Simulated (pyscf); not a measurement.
•H₂Si–GeH₃ + hydrogen (H₂) → silyl (SiH₃•) + germane (GeH₄), a four-centre exchange (doublet surface; Ge–Si, H–H broken, H–Si, Ge–H formed). Single points on ωB97X-D3(BJ)/def2-SVP structures (PySCF, gas phase). Energies in kcal/mol from the separated reactants.

AM1 to PM7: differences of heats of formation from MOPAC, which are fitted to 298 K values and so differ in kind from electronic energies by zero-point and thermal terms. Open shells are spin-unrestricted. 

Task: Quick PM3 single points give ΔE‡ = 39.7 kcal/mol and ΔE = +29.4 kcal/mol. What does ωB97M-D3(BJ)/def2-TZVP give, and how far is the quick result from it?

Result: ωB97M-D3(BJ)/def2-TZVP gives ΔE‡ = 48.8 kcal/mol and ΔE = +0.3 kcal/mol. PM3 lies 9.1 kcal/mol under it in the barrier and 29.1 kcal/mol over it in the reaction energy, so on this step it does not hold to within 3.0 kcal/mol. ωB97M-D3(BJ)/def2-TZVP has limits of its own. The same reactants have a lower exit, to H₃Si–GeH₃ + H• (barrier +18.1 kcal/mol at ωB97M-D3(BJ)/def2-TZVP, against +48.8 kcal/mol here). •H₂Si–GeH₃ lies 8.4 kcal/mol over its isomer H₃Si–GeH₂• (electronic energy, ωB97M-D3(BJ)/def2-TZVP). This is the saddle that the search found; another between the same sides may lie lower. In the def2 sets elements up to Kr have no core potential.
